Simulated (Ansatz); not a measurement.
# Scan of [CH3···H···H], doublet

Starting geometry:

```xyz
6

C    -0.1377    0.0000    0.0000
H    -0.5009    1.0273    0.0000
H    -0.5009   -0.5137    0.8897
H    -0.5009   -0.5137   -0.8897
H     0.9519    0.0000    0.0000
H     2.1913    0.0000    0.0000
```

From there H5 is moved from one fragment to the other while all else, the fragments' distance too, stays fixed; atoms are numbered as listed. Energies are in eV, counted from the starting geometry at the same level. Kohn–Sham curves are unrestricted where that lies lower.

Basis cc-pVTZ; Ansatz 0.2.0. Only valence electrons are correlated (noble-gas cores frozen). R marks a restricted (for open shells ROHF) determinant, U an unrestricted one.

Full CI isn't at hand for all of this; UCCSDT(Q) serves as the reference, and is uncertain by about the last step of the cluster series.

```csv
distance C1-H5 (Å),PBE0
1.090,0.000
1.160,0.026
1.301,0.218
1.443,0.341
1.584,0.435
```

Estimate the UCCSDT(Q) curve in cc-pVTZ from this one, knowing how PBE0 errs.

The computed UCCSDT(Q) values, in eV from the starting point, and the error of PBE0 against them:
```json
{"distance C1-H5 (Å)": "1.090", "UCCSDT(Q)": "0.000", "PBE0 less UCCSDT(Q)": "0.000"}
{"distance C1-H5 (Å)": "1.160", "UCCSDT(Q)": "0.049", "PBE0 less UCCSDT(Q)": "-0.023"}
{"distance C1-H5 (Å)": "1.301", "UCCSDT(Q)": "0.277", "PBE0 less UCCSDT(Q)": "-0.059"}
{"distance C1-H5 (Å)": "1.443", "UCCSDT(Q)": "0.386", "PBE0 less UCCSDT(Q)": "-0.045"}
{"distance C1-H5 (Å)": "1.584", "UCCSDT(Q)": "0.412", "PBE0 less UCCSDT(Q)": "0.022"}
```

The error spans 0.081 eV and is largest, -0.059 eV, at 1.301 Å.
